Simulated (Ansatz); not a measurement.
# AlH+ (doublet): wave-function methods side by side, def2-TZVPP

An exercise on one series of results from a longer session: the logs are not shown, and one member is left open.

Computed with Ansatz 0.2.0, Gaussian basis. Level: def2-TZVPP, core rule «outside noble gas», up to 5 orbitals frozen.

To be run: UHF; ROHF; CCSD(T) on UHF.

## The geometry

The geometry is a PBE0/def2-TZVP stationary point (not a proven minimum).

2 atoms, charge 1, spin multiplicity 2.

Atoms are counted from 1 here; the program's logs count them from 0.

Bond lengths: Al1–H2 1.619 Å.

The first run:

Input file in.yaml:

```yaml
crystal:
  periodic: [false, false, false]
  atoms:
    - {symbol: Al, position_ang: [0.000000, 0.000000, 0.000000]}
    - {symbol: H, position_ang: [0.000000, 0.000000, 1.619000]}
basis:
  gaussian: {orbitals: def2-TZVPP}
total_charge: 1
magnetization: {spin_polarized: true, initial_magnetization: 1}
hamiltonian: {xc: hf}
output: {orbitals: {seedname: orbitals}}
```

Started as:

```
$ ansatz run in.yaml --threads 1 --pin off --events-out ev --progress --plain --max-ram 4096MiB --backend cpu
```

Among the steps run: UHF; ROHF; CCSD(T) on UHF.

One table of the session follows, with a row left open; its other results are not shown here.

| method | from UCCSD(T) (meV) |
| --- | --- |
| ROHF | +1379.2 |
| UHF | +1259.8 |
| UMP2 | +358.9 |
| UCCSD | ? |
| UCCSD(T) | 0 |

Q: Estimate the row for UCCSD from the others.

**Answer.** from UCCSD(T) (meV): +16.2. In the column «from UCCSD(T) (meV)» it lies between UCCSD(T) (0) and UMP2 (+358.9).
